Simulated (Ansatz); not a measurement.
Ansatz (a first-principles code) input:

Ansatz 0.2 input:
```yaml
crystal:
  periodic: [false, false, false]
  atoms:
    - {symbol: Li, position_ang: [-0.00000000, -0.00000000, -0.39768250]}
    - {symbol: H, position_ang: [0.00000000, 0.00000000, 1.19304749]}
basis:
  gaussian:
    orbitals: def2-TZVP
hamiltonian:
  xc: b3lyp
  dispersion: d3bj
phonons: {temperatures: {t_min: 298.15, t_max: 298.15, t_step: 100}}
```

**Question.** Which total energy does the run end on?

**Answer.** -8.08730 Eh (B3LYP-D3(BJ)/def2-TZVP). The basis has 20 functions.
